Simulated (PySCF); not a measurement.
nitric oxide (NO), SMILES [N]=O, multiplicity 2. Atoms are numbered in the order given.

```xyz
2

N      0.0000     0.0000    -0.6107
O      0.0000     0.0000     0.5343
```
Charge 0, spin multiplicity 2.

The structure is a stationary point at B3LYP-D3(BJ)/def2-TZVPD.

Calculation: PBE/def2-TZVPD (PySCF).

Gas-phase values at a fixed geometry.

Q: Estimate the frontier levels, dipole moment. (Estimate from the structure and the level; the computed values follow.)

A: 
```json
{
  "α spin, highest occupied and lowest empty level": "-4.42 and -4.14 eV",
  "β spin, highest occupied and lowest empty level": "-11.18 and -3.74 eV",
  "dipole_moment": "0.24 D",
  "⟨S²⟩": "0.752 (pure state 0.75)"
}
```
